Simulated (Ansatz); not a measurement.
# NHO (quintet): wave-function methods side by side, def2-TZVPP

One table from this session's results is given with a row withheld; the runs are named, their logs left out.

The runs use Ansatz 0.2.0, Gaussian basis; def2-TZVPP, core rule «outside noble gas», up to 2 orbitals frozen.

Plan: UHF; ROHF; CCSD(T) on UHF.

2 further runs of the same task are left out: 2 set aside as unsound or not needed.

## The system

The geometry is a PBE0/def2-TZVP stationary point (not a proven minimum) of the parent state, kept for this charge and spin.

3 atoms, charge 0, spin multiplicity 5.

Atoms are counted from 1 here; the program's logs count them from 0.

Bond lengths: N1–O2 1.310 Å, O2–H3 0.972 Å. Angles: N1–O2–H3 109.0°.

The first run:

The input, in.yaml:

```yaml
crystal:
  periodic: [false, false, false]
  atoms:
    - {symbol: N, position_ang: [0.000000, -0.059009, 0.726911]}
    - {symbol: O, position_ang: [0.000000, 0.100344, -0.573400]}
    - {symbol: H, position_ang: [0.000000, -0.772778, -0.999631]}
basis:
  gaussian: {orbitals: def2-TZVPP}
magnetization: {spin_polarized: true, initial_magnetization: 4}
hamiltonian: {xc: hf}
output: {orbitals: {seedname: orbitals}}
```

On the command line:

```bash
> ansatz run in.yaml --threads 1 --pin off --events-out ev --progress --plain --max-ram 4096MiB --backend cpu
```

Steps of the session up to this table: UHF; ROHF; CCSD(T) on UHF.

One table of the session follows, with a row left open; its other results are not shown here.

| method | from UCCSD(T) (kcal/mol) |
| --- | --- |
| ROHF | ? |
| UHF | +219.42 |
| UMP2 | +25.31 |
| UCCSD | +6.55 |
| UCCSD(T) | 0 |

Estimate the missing values for ROHF.

The run gave: from UCCSD(T) (kcal/mol): +228.49. In the column «from UCCSD(T) (kcal/mol)» it is the highest.
